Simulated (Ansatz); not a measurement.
# 1T (CdI2-type) PtSe₂: bulk modulus B0 by level of theory

No measured value is used here.

```tsv
level (code)	value (GPa)	cell (Å³/atom)
LDA (Ansatz)	___	19.24
PBEsol (Ansatz)	46.6	19.83
PBEsol+SOC (Ansatz)	44.1	19.89
r²SCAN (Ansatz)	10.3	23.26
```

What belongs in the gaps?


- LDA (Ansatz, a program for electronic structure), value (GPa): 64.5

Density-functional levels without +SOC have no spin–orbit coupling. LDA, PBEsol, PBEsol+SOC, r²SCAN: the cell comes from a level without a dispersion term, which matters for the spacing of layers, chains or molecules. Each level is taken at its own relaxed cell. Cutoffs differ between the levels. Ansatz's density-functional and Hartree–Fock values are scalar-relativistic unless marked +SOC, with PAW data made under PBE.
